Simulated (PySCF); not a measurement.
**One reaction down a group: C, Si, Ge, Sn**

The same gas-phase reaction for C, Si, Ge, Sn:
- CH3Cl + H2 → CH4 + HCl
- SiH3Cl + H2 → SiH4 + HCl
- GeH3Cl + H2 → GeH4 + HCl
- SnH3Cl + H2 → SnH4 + HCl

Method: PySCF energies plus ideal-gas RRHO corrections (1 bar). † marks an energy on the PBE0/def2-TZVP geometry and frequencies. CCSD(T) freezes the core. All species are closed-shell singlets. Sn: scalar-relativistic def2 core potential, no spin-orbit coupling. Ge: all electrons, no relativistic terms. SnH3Cl: computed as isolated molecules; such fragments, hydroxides, amides, oligomers or adducts are transient or little studied in the gas. CCSD(T) isn't extrapolated to the basis-set limit. The harmonic model lacks anharmonicity and excited electronic states, which grow with temperature; levels with a mode under 35 cm⁻¹ are left out.

ΔH°(298 K) in kJ, by level:

| level | C | Si | Ge | Sn |
|---|---|---|---|---|
| ωB97M-V/def2-TZVP† | -81.8 | 77.4 | 55.8 | 73.4 |
| PBE0/def2-QZVP† | -86.2 | 70.5 | 48.8 | 67.9 |
| BLYP/def2-TZVP† | -80.8 | 70.6 | 52.6 | 72.9 |
| PBE/def2-TZVP† | -79.0 | 73.3 | 53.0 | 71.3 |
| CCSD(T)/def2-SVP† | -98.2 | 55.0 | 38.7 | 57.8 |

At ωB97M-V/def2-TZVP†, ΔH° is not monotonic: it is lowest for C and highest for Si, over a range of 159.2 kJ; the steps are +159.2, -21.6, +17.6 kJ. 3 of the 5 levels shown give the same order; BLYP/def2-TZVP†, CCSD(T)/def2-SVP† order the members differently. The levels scatter most for Si (22.4 kJ between the highest and the lowest) and least for Sn (15.6 kJ). ΔS°(298 K) runs from 8.4 to 10.3 J/K, so TΔS° at 298 K spreads over 0.6 kJ among the members, against 159.2 kJ for ΔH°.

Free energies at ωB97M-V/def2-TZVP†:

| member | ΔS°(298 K), J/K | ΔG°(298 K), kJ | ΔG°(2000 K), kJ | ΔG° changes sign |
|---|---|---|---|---|
| C | 8.4 | -84 | -84 | none from 298 to 2500 K |
| Si | 10.3 | 74 | 71 | none from 298 to 2500 K |
| Ge | 9.8 | 53 | 51 | none from 298 to 2500 K |
| Sn | 8.8 | 71 | 70 | none from 298 to 2500 K |

The NASA 1993 table, where it holds all species, gives ΔH°(298 K) = -85 kJ for C, 84 kJ for Si; its entries are part measured, part old estimates, and weren't checked at source.
